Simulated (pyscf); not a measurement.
H₂N–SiH: (SMILES N[SiH]) [singlet] + HF (SMILES F) -> HN=SiH–F (SMILES N=[SiH]F) + H₂ (SMILES [H][H]), a concerted two-bond exchange (singlet surface; H–N, F–H broken, F–Si, H–H formed). Single points on ωB97X-D3(BJ)/def2-SVP structures (PySCF, gas phase). Energies in kcal/mol from the separated reactants.

Small-basis levels: PySCF, no dispersion term, spherical d functions. AM1 to PM7: differences of heats of formation from MOPAC, which are fitted to 298 K values and so differ in kind from electronic energies by zero-point and thermal terms. GFN2-xTB: tblite. Cost: rough CPU time at the saddle relative to B3LYP/6-31G*, from one job on a shared machine.

| level | barrier | reaction energy | cost |
|---|---|---|---|
| SVWN5/6-31G* | 28.3 | -21.2 | 1 |
| BP86/6-31G* | 40.5 | -21.7 | 2 |
| B3LYP/STO-3G | 33.7 | -5.5 | 0.6 |
| B3LYP/6-31G* | 50.8 | -21.0 | 1 |
| B3LYP/6-311+G** | 65.1 | -5.7 | 1 |
| B3LYP/def2-SVP | 55.7 | -11.4 | 1 |
| GFN2-xTB | 22.1 | -50.8 | under 0.02 |
| PM6 | 52.1 | -70.2 | under 0.02 |
| PM7 | 43.6 | -81.1 | under 0.02 |
| ωB97M-D3(BJ)/def2-TZVP | 67.4 | -13.6 | – |

Against the last row the barrier runs from -45.3 (GFN2-xTB) to -2.3 kcal/mol (B3LYP/6-311+G**). ωB97M-D3(BJ)/def2-TZVP has limits of its own. On the reactant side the descent ends in a complex (not fully relaxed), 4.7 kcal/mol under the separated species and 74.0 kcal/mol under the saddle at ωB97X-D3(BJ)/def2-TZVP. The same reactants have a lower exit, to H₂N–Si:–F [singlet] + H₂ (barrier +7.6 kcal/mol at ωB97M-D3(BJ)/def2-TZVP, against +67.4 kcal/mol here). HN=SiH–F lies 25.8 kcal/mol over its isomer H₂N–Si:–F [singlet] (electronic energy, ωB97M-D3(BJ)/def2-TZVP). This is the saddle that the search found; another between the same sides may lie lower. One closed-shell reference is unstable to symmetry breaking; treat the single-reference values with care.
